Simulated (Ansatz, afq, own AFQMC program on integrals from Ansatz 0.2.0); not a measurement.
O, quintet in cc-pVDZ, levels against full CI

A free O atom.

Basis cc-pVDZ. Only valence electrons are correlated. AFQMC by an in-house program on the Cholesky factors that Ansatz 0.2.0 writes for its CCSD(T) run. ph-AFQMC/CISD is guided by a CISD state made of CCSD amplitudes; releasing the constraint for a short imaginary time cuts its bias at the price of noise, slowly where states lie close. Uncertainties: one standard error, sampling alone.

Determinant: UHF, the one that the program's search chose, which needn't be the lowest solution.

Full CI is exact in this basis; its frozen core comes from its own orbitals, which moves totals by up to a few meV.

Cautions: another spin lies lower (by 27.55 eV); in this basis the state lies above a state of the ion, a sign that the basis lacks the diffuse functions it needs, so its energy is an artefact of the basis; full CI with its own frozen core.

```
T1 diagnostic                               : 0.0034
weight of the determinant in the CISD state : 0.967
⟨S²⟩ of the determinant                     : 6.005
size of the correlated space                : 6 electrons in 13 orbitals
```

| level | correlation energy (eV) |
| --- | --- |
| MP2 | -1.9507 |
| CCSD | -2.4964 |
| CCSD(T) | -2.5196 |

**Question.** Estimate where full CI lies against CCSD(T) in the same basis.

**Answer.** 0.01 mEh below CCSD(T).

Reference: full CI, correlation energy -2.520 eV. The released energy is read at 1.50 1/Eh (meV from the phaseless value at times in 1/Eh: 0.1 ± 1.2 at 0.24, -0.2 ± 1.3 at 0.50, -1.0 ± 1.1 at 1.00, -2.2 ± 1.4 at 1.50). CCSDTQ lies 6.7 meV below full CI, in part by the other frozen core, which shifts every row alike, so rows that close can't be ranked against it.

```tsv
level	E − E(reference) (mEh)	share of correlation (%)
CCSD(T)	0.01	99.99
CCSDT	-0.20	100.22
CCSDT(Q)	-0.24	100.26
CCSDTQ	-0.25	100.27
ph-AFQMC/CISD	-0.17 ± 0.05	100.18
released AFQMC	-0.25 ± 0.05	100.27
```

CCSDT and higher add their correlation energy to the determinant of the CCSD(T) run, since their own runs factorise the integrals more tightly (a shift of under 2 meV). A walk keeps the symmetry of its determinant, which the program's search chose and which needn't be the lowest solution, so a lower state of the same spin and another symmetry isn't excluded. Released energies are given only where the last usable release times agree within the noise; a slower fall can still hide under it.
